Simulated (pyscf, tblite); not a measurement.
H₃Si–Si•(SiH₃)–SiH₃ + hydrogen (H₂) → H₃Si–SiH(SiH₃)–SiH₃ + H atom (H•): energy along the mass-weighted descent from the GFN2-xTB with spin polarisation saddle (tblite), relative to the relaxed reactant side, a complex of the molecules.

```
s (amu^1/2 bohr) | E (kcal/mol)
    -3.81 | # 0.2
    -3.76 | # 0.2
    -3.71 | # 0.3
    -3.67 | # 0.3
    -3.61 | # 0.3
    -3.56 | # 0.3
    -3.48 | # 0.4
    -3.41 | # 0.4
    -3.33 | # 0.5
    -3.26 | ## 0.5
    -3.16 | ## 0.6
    -3.05 | ## 0.7
    -2.89 | ### 0.8
    -2.74 | ### 1.0
    -2.40 | ##### 1.5
    -1.56 | ###### 2.0
   -0.840 | ########### 3.4
   -0.120 | ############################## 9.7
    0.600 | ########################## 8.4
     1.32 | ######################### 8.2
     1.86 | ######################### 8.0
```

**Question.** The GFN2-xTB with spin polarisation barrier from the reactant side is 42.4 kJ/mol. What does ωB97X-D3(BJ) (PySCF) give from its own reactant-side minimum, in def2-SVP and in def2-TZVP?

**Answer.** 93.9 kJ/mol in the double-zeta basis after reoptimising the saddle, and 101.8 kJ/mol in the triple-zeta single point, so the tight-binding barrier lies 59.4 kJ/mol under the latter. The imaginary mode goes from 1422i to 760i cm⁻¹.
